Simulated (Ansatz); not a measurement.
# BH3NO radical (SMILES N[B]O): one structure at several levels

An exercise on one series of results from a longer session: the logs are not shown, and one member is left open.

The runs use Ansatz 0.2.0, Gaussian basis; single points in def2-TZVPP.

Correlated methods freeze the cores. Orbitals are unrestricted.

### The system as given

SMILES `N[B]O`, 6 atoms, charge 0, spin multiplicity 2.

Atoms are counted from 1 here; the program's logs count them from 0.

Bond lengths: N1–B2 1.409 Å, N1–H4 1.040 Å, N1–H5 0.981 Å, B2–O3 1.350 Å, O3–H6 0.963 Å. Angles: B2–N1–H4 123.0°, B2–N1–H5 126.2°, H4–N1–H5 110.8°, N1–B2–O3 123.4°, B2–O3–H6 120.0°.

Coordinates:

```
N    -0.6174    0.3260   -0.5100
B     0.5287    0.6887    0.2241
O     1.2604   -0.1899    0.9422
H    -0.9468   -0.6571   -0.5959
H    -1.1798    0.9286   -1.0410
H     1.0329   -1.1253    0.9351
```

Set-up of the first run:

Input file run/in.yaml:

```yaml
crystal:
  periodic: [false, false, false]
  atoms:
    - {symbol: N, position_ang: [-0.617400, 0.326000, -0.510000]}
    - {symbol: B, position_ang: [0.528700, 0.688700, 0.224100]}
    - {symbol: O, position_ang: [1.260400, -0.189900, 0.942200]}
    - {symbol: H, position_ang: [-0.946800, -0.657100, -0.595900]}
    - {symbol: H, position_ang: [-1.179800, 0.928600, -1.041000]}
    - {symbol: H, position_ang: [1.032900, -1.125300, 0.935100]}
basis:
  gaussian: {orbitals: def2-TZVPP}
magnetization: {spin_polarized: true, initial_magnetization: 1}
correlation: {method: ccsd_t}
scf: {omitted_lower_state_checks: [cluster_reference]}
output: {forces: true}
```

The command line of these runs was not kept.

Among the steps run: CCSD(T)/def2-TZVPP; PBE0-D4/def2-TZVPP; wB97M-V/def2-TZVPP; r2SCAN-D4/def2-TZVPP; PBE-D4/def2-TZVPP; r2SCANh-D4/def2-TZVPP; BLYP-D4/def2-TZVPP.

One table of the session follows, with a row left open; its other results are not shown here.

```
    method  RMS force component (eV/Å)  angle to CCSD(T) forces (°)  dipole (D)
   CCSD(T)                       0.655                    reference        2.98
   PBE0-D4                       0.645                         15.1        2.98
   wB97M-V                       0.631                         11.8        2.99
 r2SCAN-D4                       0.627                         12.2        2.95
    PBE-D4                           ?                            ?           ?
r2SCANh-D4                       0.633                         12.6        2.96
   BLYP-D4                       0.654                         26.6        2.86
```

Estimate the missing values for PBE-D4.

**Answer.** RMS force component (eV/Å): 0.668; angle to CCSD(T) forces (°): 25.0; dipole (D): 2.92. In the column «RMS force component (eV/Å)» it is the highest.
